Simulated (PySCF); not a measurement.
Computed IR spectrum (relative IR intensity) of a molecule C2H5O, multiplicity 2. Geometry optimised at PBE-D3(BJ)/def2-TZVP. One conformer was computed; it need not be the lowest. Computed with PBE-D3(BJ)/def2-TZVP run with PySCF 2.14.0. Harmonic, unscaled wavenumbers; measured fundamentals usually lie a few per cent lower.

```tsv
ν (cm⁻¹)	relative intensity
168	8.4
299	96
427	25
867	7.0
1061	27
1068	48
1240	66
1328	83
1350	68
1430	26
1439	18
2747	14
2757	100
2973	35
3048	56
3056	42
```

**Question.** Pick the molecule that these values belong to.
(A) [CH2]CO
(B) CC[O]
(C) C[CH]O
(D) [CH2]OC

**Answer.** B, CC[O]
